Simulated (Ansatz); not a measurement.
**BHOF (quartet): geometry optimisation**

Aim: relax a generated start of BHOF (quartet) and see which bonds hold.

Method: UKS PBE0/def2-TZVP; program: Ansatz 0.2.0, Gaussian basis.

### Step 1. The starting structure

4 atoms, charge 0, spin multiplicity 4.

Atoms are counted from 1 here; the program's logs count them from 0.

Bond lengths: B1–O2 1.272 Å, B1–H4 1.295 Å. Angles: O2–B1–H4 97.8°.

The start was built by rule and, where that kept it together, relaxed with GFN2-xTB. Sticks and bond lists go by distance. 

### Step 2. The run

Input file in.yaml:

```yaml
crystal:
  periodic: [false, false, false]
  atoms:
    - {symbol: B, position_ang: [-1.027215, 0.155862, 0.883741]}
    - {symbol: O, position_ang: [-0.165991, 0.835116, 0.239588]}
    - {symbol: F, position_ang: [0.823911, -0.791563, -0.700406]}
    - {symbol: H, position_ang: [-1.877126, -0.007868, -0.080151]}
basis:
  gaussian: {orbitals: def2-TZVP}
magnetization: {spin_polarized: true, initial_magnetization: 3}
hamiltonian: {xc: pbe0}
relax: {f_tol: 0.004, max_steps: 80}
```

Run with:

```console
ansatz run in.yaml --threads 1 --pin off --events-out ev --progress --plain --max-ram 2176MiB
```

What does the calculation give? Wanted: energy gained; shift from the start; total energy; dipole moment; ⟨S²⟩.

**Answer**, as computed:

| quantity | value |
| --- | --- |
| steps | 15 |
| energy gained | 2.222 eV |
| shift from the start (rms) | 0.563 Å |
| total energy | -5448.1282 eV |
| dipole moment | 0.96 D |
| ⟨S²⟩ | 3.759 |

What this shows: By distance, B1–F3 formed. B1–F3 went from 2.614 to 1.332 Å. No vibrations were run, so this is a stationary point, not a proven minimum, and this spin need not be the ground state's.
